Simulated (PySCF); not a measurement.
Species: C5H4F (doublet state).
SMILES with atom numbers: `[CH:1]#[C:2]/[C:3]=[C:4](/[CH3:5])[F:6]` (hydrogens: H7 on C1; H8, H9, H10 on C5)

The calculation used PySCF 2.14.0, UKS B3LYP, pcH-1 on C F H, non-relativistic, mean-field spin-orbit, GIAO. Geometry: GFN2-xTB; no solvent, vibrations or thermal averaging. A GFN2-xTB geometry isn't a minimum of the functional, and hyperfine couplings can be far from their values at a DFT geometry. The SCF solution wasn't tested for stability. ⟨S²⟩ is 0.777 where a pure state has 0.75.

Principal values of hyperfine tensors in MHz (contact and dipolar terms together), for some of the nuclei:

```json
{"atom": "F6", "isotope": "19F", "A1": "103.34", "A2": "151.95", "A3": "423.38", "alike by the symmetry of this geometry": "none"}
{"atom": "C2", "isotope": "13C", "A1": "-94.60", "A2": "-75.96", "A3": "-48.15", "alike by the symmetry of this geometry": "none"}
{"atom": "C3", "isotope": "13C", "A1": "4.62", "A2": "20.95", "A3": "179.16", "alike by the symmetry of this geometry": "none"}
{"atom": "H7", "isotope": "1H", "A1": "-69.66", "A2": "-51.00", "A3": "-23.45", "alike by the symmetry of this geometry": "none"}
{"atom": "C5", "isotope": "13C", "A1": "24.18", "A2": "24.92", "A3": "33.57", "alike by the symmetry of this geometry": "none"}
{"atom": "C4", "isotope": "13C", "A1": "-39.26", "A2": "-15.59", "A3": "-10.75", "alike by the symmetry of this geometry": "none"}
{"atom": "H8", "isotope": "1H", "A1": "2.80", "A2": "5.55", "A3": "12.35", "alike by the symmetry of this geometry": "none"}
{"atom": "H10", "isotope": "1H", "A1": "-4.13", "A2": "-2.81", "A3": "0.74", "alike by the symmetry of this geometry": "H9"}
```

Q: Give the isotropic coupling of each nucleus in MHz and in mT (g = 2.0020), and the anisotropic part.

A: a_iso = (A1 + A2 + A3)/3, Ti = Ai − a_iso; 1 mT corresponds to 28.021 MHz.

```tsv
atom	a_iso (MHz)	a_iso (mT)	T1	T2	T3
F6	226.22	8.073	-122.88	-74.27	197.16
C2	-72.90	-2.602	-21.69	-3.06	24.75
C3	68.24	2.435	-63.63	-47.29	110.91
H7	-48.04	-1.714	-21.63	-2.96	24.59
C5	27.56	0.983	-3.38	-2.64	6.02
C4	-21.87	-0.780	-17.39	6.28	11.12
H8	6.90	0.246	-4.10	-1.35	5.45
H10	-2.07	-0.074	-2.06	-0.74	2.80
```

Q: What spin density at the nucleus of C2 lies behind its contact coupling (g_N = 1.40482)?

A: a_FC = 800.24 MHz bohr³ × g_N × ρ(0)/(2S). With a_FC = -72.90 MHz and 2S = 1, ρ(0) = -0.06485 bohr⁻³.

Q: C1 (13C, g_N = 1.40482) isn't in the table. Its spin density at the nucleus is 0.04696 bohr⁻³. What is its contact coupling?

A: By the same relation, a_FC = 52.8 MHz. Its full tensor has the principal values 1.32, 20.54, 136.50 MHz.

Q: Which nucleus of the table has the largest anisotropic coupling, and what is its form?

A: F6: -122.9, -74.3, 197.2 MHz, rhombic: the two smaller values differ by 25 % of the largest.

Q: In a single crystal, with the field along each principal axis of the tensor of C2 in turn, what first-order splitting does this nucleus give (isotropic g, quadrupole terms neglected)?

A: 2 lines (I = 1/2), spaced by |A_i|/(g × 13.996): 3.38, 2.71, 1.72 mT along the axes of A1, A2 and A3.
